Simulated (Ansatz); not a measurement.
Basis-set extrapolation for C₄H₅F (`C=C=C(C)F`) (PBE0-D4/def2-TZVP geometry, frozen core, Ansatz). Multiplicity 1, RHF reference.

```tsv
	def2-TZVPP	def2-QZVPP
HF	-253.852116	-253.863199
MP2 correlation	-0.887701	-0.952799
CCSD(T) correlation	-0.959055	not run
```

Energies in hartree. Use E(X) = E(∞) + A·exp(−7.88·√X) for Hartree–Fock and E(X) = E(∞) + B·X^(−2.97) for correlation, with X = 3 and 4, and add CCSD(T) minus MP2 of the smaller set to the MP2 limit.

Question: What is the CCSD(T) energy at the basis-set limit?

Answer: HF limit: -253.863199 + (-0.011083) × 0.13774 = -253.86473. MP2 limit: -0.952799 + (-0.065098) × 0.74074 = -1.00102. Higher-order term: -0.959055 − (-0.887701) = -0.07135. Total: -254.93710 hartree, 79.0 kcal/mol below CCSD(T)/def2-TZVPP.
